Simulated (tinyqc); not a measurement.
RKS/BLYP in the sto-3g basis, for HF, spin multiplicity 1, step by step. One step of it, computed by the program tinyqc.

Question. Iteration 1: building the Kohn-Sham matrix. J_ij = sum D_kl (ij|kl); F = H + J + V_xc; E = tr D H + tr D J / 2 + E_xc + E_nn.

D at the start, lower triangle:
```
            1F 1s      1F 2s    1F 2px    1F 2py    1F 2pz     2H 1s
1F 1s    2.156768
1F 2s   -0.505059   2.132474
1F 2px   0.000000   0.000000  1.636952
1F 2py   0.000000   0.000000  0.000000  1.636952
1F 2pz   0.015745  -0.088779  0.000000  0.000000  1.513286
2H 1s   -0.016268   0.043572  0.000000  0.000000  0.165381  1.019966
```

core Hamiltonian H = T + V (hartree), lower triangle:
```
             1F 1s       1F 2s     1F 2px     1F 2py     1F 2pz      2H 1s
1F 1s   -40.570546
1F 2s    -9.519500  -11.045903
1F 2px    0.000000    0.000000  -8.709026
1F 2py    0.000000    0.000000   0.000000  -8.709026
1F 2pz   -0.013457   -0.162991   0.000000   0.000000  -8.811090
2H 1s    -1.757970   -3.723014   0.000000   0.000000  -2.464228  -5.206713
```

Two-electron integrals (ij|kl) in chemists' order, unique and non-zero (hartree):
```
(11|11) 5.403501   (21|11) 0.841920   (21|21) 0.156299   (22|11) 1.268028
(22|21) 0.292344   (22|22) 0.926167   (31|31) 0.027998   (32|31) 0.043169
(32|32) 0.204588   (33|11) 1.264502   (33|21) 0.292403   (33|22) 0.925959
(33|33) 0.997514   (41|41) 0.027998   (42|41) 0.043169   (42|42) 0.204588
(43|43) 0.053770   (44|11) 1.264502   (44|21) 0.292403   (44|22) 0.925959
(44|33) 0.889973   (44|44) 0.997514   (51|51) 0.027998   (52|51) 0.043169
(52|52) 0.204588   (53|53) 0.053770   (54|54) 0.053770   (55|11) 1.264502
(55|21) 0.292403   (55|22) 0.925959   (55|33) 0.889973   (55|44) 0.889973
(55|55) 0.997514   (61|11) 0.156674   (61|21) 0.028830   (61|22) 0.053546
(61|33) 0.053465   (61|44) 0.053465   (61|51) 0.001183   (61|52) 0.002211
(61|55) 0.053715   (61|61) 0.005373   (62|11) 0.384583   (62|21) 0.089804
(62|22) 0.316011   (62|33) 0.311473   (62|44) 0.311473   (62|51) 0.006105
(62|52) 0.047037   (62|55) 0.324785   (62|61) 0.016791   (62|62) 0.131128
(63|31) 0.009547   (63|32) 0.056016   (63|53) 0.009978   (63|63) 0.019739
(64|41) 0.009547   (64|42) 0.056016   (64|54) 0.009978   (64|64) 0.019739
(65|11) 0.256420   (65|21) 0.060663   (65|22) 0.228558   (65|33) 0.218686
(65|44) 0.218686   (65|51) 0.013163   (65|52) 0.088425   (65|55) 0.248043
(65|61) 0.011835   (65|62) 0.116243   (65|65) 0.122021   (66|11) 0.526131
(66|21) 0.124881   (66|22) 0.505881   (66|33) 0.488266   (66|44) 0.488266
(66|51) 0.011019   (66|52) 0.118479   (66|55) 0.540517   (66|61) 0.023517
(66|62) 0.264939   (66|65) 0.272804   (66|66) 0.774606
```

nuclear repulsion = 4.90989165 hartree

V_xc (hartree), lower triangle:
```
            1F 1s      1F 2s     1F 2px     1F 2py     1F 2pz      2H 1s
1F 1s   -3.541995
1F 2s   -0.490575  -0.911799
1F 2px   0.000000   0.000000  -0.902263
1F 2py   0.000000   0.000000   0.000000  -0.902263
1F 2pz   0.000408  -0.007913   0.000000   0.000000  -0.910068
2H 1s   -0.092015  -0.297670   0.000000   0.000000  -0.220370  -0.503780
```

E_xc = sum of w rho eps_xc = -10.93095949 hartree

Give: Coulomb J; Kohn-Sham matrix F; total energy of this density.

Answer.

Coulomb J (hartree), lower triangle:
```
          1F 1s   1F 2s  1F 2px  1F 2py  1F 2pz   2H 1s
1F 1s   20.2110
1F 2s    3.8355  9.4647
1F 2px   0.0000  0.0000  9.4387
1F 2py   0.0000  0.0000  0.0000  9.4387
1F 2pz   0.0093  0.1192  0.0000  0.0000  9.4896
2H 1s    0.7081  3.2353  0.0000  0.0000  2.3835  5.3858
```

Kohn-Sham matrix F (hartree), lower triangle:
```
           1F 1s    1F 2s   1F 2px   1F 2py   1F 2pz    2H 1s
1F 1s   -23.9016
1F 2s    -6.1746  -2.4930
1F 2px    0.0000   0.0000  -0.1726
1F 2py    0.0000   0.0000   0.0000  -0.1726
1F 2pz   -0.0037  -0.0518   0.0000   0.0000  -0.2316
2H 1s    -1.1419  -0.7854   0.0000   0.0000  -0.3011  -0.3247
```

total energy of this density = -99.831798 hartree

This density is the starting one; it is not idempotent, so its energy is not variational and may lie below the converged one.
